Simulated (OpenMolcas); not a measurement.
**How methods differ on BClF (SMILES F[B]Cl)**

BClF: 3 atoms, total charge 0, spin state doublet. As SMILES, `F[B]Cl`. The shape is that of a GFN2-xTB optimisation.

```jsonl
{"atom": "F", "x (Å)": "0.5259", "y (Å)": "1.0642", "z (Å)": "0.3957"}
{"atom": "B", "x (Å)": "-0.3912", "y (Å)": "0.3069", "z (Å)": "-0.1781"}
{"atom": "Cl", "x (Å)": "-0.1347", "y (Å)": "-1.3712", "z (Å)": "-0.2176"}
```

Quantity: the vertical energy of the quartet above the doublet, in eV. The values are calculated.

```json
{"level": "ROHF/STO-3G", "kind": "Hartree–Fock", "program": "OpenMolcas", "value (eV)": "6.98", "CPU time (all runs)": "4.6 s"}
{"level": "UHF/STO-3G", "kind": "Hartree–Fock", "program": "OpenMolcas", "value (eV)": "6.99", "CPU time (all runs)": "3.5 s"}
{"level": "USVWN5/STO-3G", "kind": "LDA", "program": "OpenMolcas", "value (eV)": "7.70", "CPU time (all runs)": "9.2 s"}
{"level": "UPBE/STO-3G", "kind": "GGA", "program": "OpenMolcas", "value (eV)": "7.53", "CPU time (all runs)": "9.3 s"}
{"level": "UB3LYP/STO-3G", "kind": "global hybrid", "program": "OpenMolcas", "value (eV)": "?", "CPU time (all runs)": "9.8 s"}
{"level": "UM06-2X/STO-3G", "kind": "hybrid meta-GGA", "program": "OpenMolcas", "value (eV)": "?", "CPU time (all runs)": "12 s"}
{"level": "UPBE0/STO-3G", "kind": "global hybrid", "program": "OpenMolcas", "value (eV)": "7.63", "CPU time (all runs)": "8.9 s"}
{"level": "FCI/STO-3G", "kind": "exact in the basis", "program": "OpenMolcas", "value (eV)": "7.85", "CPU time (all runs)": "45 s"}
```

(1) Estimate the missing values from the other rows.

Results:

(1) As computed at these levels: UB3LYP/STO-3G: 7.67 eV; UM06-2X/STO-3G: 7.98 eV. The values span 6.98 to 7.98 eV. All rows use very small basis sets, so even the best lies far from the true value. Times are those of the runs behind each value, whatever else they computed, on shared processors of several kinds: orders of magnitude only.
